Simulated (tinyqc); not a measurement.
Starting guesses with DIIS over 6 matrices: SCF starting guesses in the sto-6g basis, for BH3, spin multiplicity 1. Computed by the program tinyqc with PySCF. RHF with one setting changed at a time; a run stops when the energy changes by less than 1e-09 hartree and the error matrix is below 1e-5. Starts: the lowest orbitals of the core Hamiltonian, of the Wolfsberg-Helmholz matrix (K = 1.75), projected atomic densities, random orbitals, and the highest orbitals of the core Hamiltonian (a deliberately bad start).

Geometry (angstrom):
```
atom,x,y,z
B,0.0000,0.0000,0.0300
H,1.3530,0.0000,0.0000
H,-0.6770,1.1720,0.0000
H,-0.6770,-1.1720,0.0000
```

lowest restricted solution found by these runs and by PySCF = -26.270438 hartree

Largest element of the error matrix X^T (FDS - SDF) X:
```
iteration,core,Wolfsberg-Helmholz,atomic densities,random,highest core orbitals
1,6.8e-01,3.6e-01,4.6e-01,4.8e+00,1.9e-01
2,1.6e-01,5.2e-02,1.2e-01,3.5e-01,7.0e-01
3,1.7e-02,9.6e-03,2.6e-02,9.5e-02,5.6e-01
4,9.3e-04,2.0e-03,4.8e-03,3.5e-02,4.5e-01
5,2.0e-04,1.9e-05,4.9e-05,1.3e-02,4.1e-01
6,6.4e-06,4.8e-06,1.2e-05,2.1e-03,2.3e-01
8,-,-,-,2.0e-05,2.8e-01
10,-,-,-,9.1e-07,2.7e-01
14,-,-,-,-,3.1e-04
```

How each run ends:
```
run,iterations,E (hartree),state
core,7,-26.27044,lowest found
Wolfsberg-Helmholz,6,-26.27044,lowest found
atomic densities,7,-26.27044,lowest found
random,10,-26.27044,lowest found
highest core orbitals,17,-26.27044,lowest found
```

What does the comparison show, and why?

5 of 5 runs reach the lowest restricted solution found, in 6 to 17 iterations (fastest: Wolfsberg-Helmholz). The first errors are 7e-01, 4e-01, 5e-01, 5e+00, 2e-01; the deliberately bad start has the smallest one, so a small first error does not mark a good start.
